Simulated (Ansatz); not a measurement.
```yaml
crystal:
  periodic: [false, false, false]
  atoms:
    - {symbol: Al, position_ang: [-0.059248, -0.027632, 0.036290]}
    - {symbol: Al, position_ang: [1.704852, -1.303219, -1.186340]}
    - {symbol: Al, position_ang: [1.806897, 1.188251, -1.083351]}
basis:
  gaussian: {orbitals: "6-31++G**"}
magnetization: {spin_polarized: true, initial_magnetization: 1}
hamiltonian: {xc: {name: wB97X-V}}
scf: {omitted_lower_state_checks: [starts]}
output: {forces: true}
```

```sh
$ ansatz run in.yaml --threads 4 --pin off --events-out ev --progress --plain --max-ram 3916MiB
```

Shortened log:

```
Functional definition: wB97X-V
  name "wB97X-V"
  cite "Mardirossian & Head-Gordon, Phys. Chem. Chem. Phys. 16, 9904 (2014) doi:10.1039/C3CP54374A"
  cite "Becke, J. Chem. Phys. 107, 8554 (1997) doi:10.1063/1.475007"
  cite "Vydrov & Van Voorhis, J. Chem. Phys. 133, 244103 (2010) doi:10.1063/1.3521275"
  parameter omega = 0.3/bohr
  parameter cx = 0.167
  parameter cx1 = 0.603
  parameter cx2 = 1.194
  parameter css0 = 0.556
  parameter css1 = -0.257
  parameter cos0 = 1.219
  parameter cos1 = -1.850
  parameter b = 6.0
  parameter c = 0.01
  exchange = spin_sum(e_x_unif_sr(omega)*poly(b97_u_x, 1 - cx, cx1, cx2)) + cx*exact_x_sr(omega) + exact_x_lr(omega)
  correlation = spin_sum(e_c_pw_same_spin*poly(b97_u_same, css0, css1))
      + integral(e_c_pw_opposite_spin*poly(b97_u_opposite, cos0, cos1)) + vv10(b, c)
these checks for a lower state are left out or cut short: starts
543 factors; integrals over basis functions are off by at most 1.1e-3 eV
192 factors; integrals over basis functions are off by at most 4.8e-4 eV
mean field evaluation 1: about -19782.5546 eV, gradient 6.5e0 eV
mean field evaluation 2: about -19782.9536 eV, gradient 2.5e0 eV
mean field evaluation 4: about -19783.0485 eV, gradient 3.5e-1 eV
mean field evaluation 8: about -19783.1073 eV, gradient 7.4e-2 eV
mean field evaluation 16: about -19783.1078 eV, gradient 8.1e-5 eV
mean field -19783.10776634 eV, -727.0158009411 hartree, gradient 8.0e-6 eV, S^2 0.822554; 0 other end points of the search recorded, 0 dependent functions left out
the calculation of the forces begins
reference -19783.10776580 eV, -727.0158009210 hartree; 20, 19 occupied and 49, 50 virtual orbitals, 543 factors
Total energy: -19783.10776580 eV, -727.0158009210 hartree
Atom 0 at    -0.059248    -0.027632     0.036290 Å, force    -0.075427    -0.006514     0.048141 eV/Å
Atom 1 at     1.704852    -1.303219    -1.186340 Å, force     0.029036    -0.070676    -0.023488 eV/Å
Atom 2 at     1.806897     1.188251    -1.083351 Å, force     0.046391     0.077190    -0.024653 eV/Å
Dipole moment:     0.000119    -0.000737    -0.000126 e Å
Checks for a lower state left out: starts
```

It took 7 s on 4 threads of Arm Neoverse V2 on a shared host.

The 6-31G sets use Cartesian d functions.
